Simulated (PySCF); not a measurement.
The first ionisation energy along the third row

All values are computed (PySCF 2.14, energy differences of UHF-based or UKS calculations, no spin-orbit coupling). Values in eV. The last column holds reference values (NIST; (s) semi-empirical, (t) theoretical, else measured). Unmarked ones compare directly (S terms, centres of terms, or small fine structure); those marked * lie between the lowest fine-structure levels and include a spin-orbit shift.

| element | configurations | UHF | MP2 (valence) | SCS-MP2 (valence) | CCSD (valence) | CCSD(T) (valence) | LDA | reference |
| --- | --- | --- | --- | --- | --- | --- | --- | --- |
| Mg (aug-cc-pVTZ with one added diffuse shell each of s, p, d, f type, non-relativistic) | [Ne] 3s2 → [Ne] 3s1 | 6.607 | 7.253 | 7.382 | 7.526 | 7.526 | 7.722 | 7.646 |
| Al (aug-cc-pV(T+d)Z with one added diffuse shell each of s, p, d, f type, non-relativistic) | [Ne] 3s2 3p1 → [Ne] 3s2 | 5.599 | 5.824 | 5.809 | 5.916 | 5.948 | 6.029 | 5.977 |
| Si (aug-cc-pV(T+d)Z with one added diffuse shell each of s, p, d, f type, non-relativistic) | [Ne] 3s2 3p2 → [Ne] 3s2 3p1 | 7.638 | 8.051 | 7.963 | 8.077 | 8.118 | 8.238 | 8.157 |
| P (aug-cc-pV(T+d)Z with one added diffuse shell each of s, p, d, f type, non-relativistic) | [Ne] 3s2 3p3 → [Ne] 3s2 3p2 | 9.910 | 10.496 | 10.318 | 10.429 | 10.475 | 10.584 | 10.526 |
| Cl (aug-cc-pV(T+d)Z with one added diffuse shell each of s, p, d, f type, non-relativistic) | [Ne] 3s2 3p5 → [Ne] 3s2 3p4 | 11.773 | 12.769 | 12.768 | 12.728 | 12.778 | 13.205 | 12.974 |
| Ar (aug-cc-pV(T+d)Z with one added diffuse shell each of s, p, d, f type, non-relativistic) | [Ar] → [Ne] 3s2 3p5 | 14.560 | 15.744 | 15.641 | 15.552 | 15.609 | 15.996 | 15.819 |

Q: Fill in the row of S (aug-cc-pV(T+d)Z with one added diffuse shell each of s, p, d, f type, non-relativistic) ([Ne] 3s2 3p4 → [Ne] 3s2 3p3).

A: UHF 9.242; MP2 (valence) 10.005; SCS-MP2 (valence) 10.085; CCSD (valence) 10.112; CCSD(T) (valence) 10.152; LDA 10.567; reference 10.336 (eV).

"Valence" correlates the outer s and p shells and, in groups 3 to 12 and the f block, the outer d or f shell, open or full, or the next shell where the ion has no valence electron left; the wider scheme adds the next inner shell.
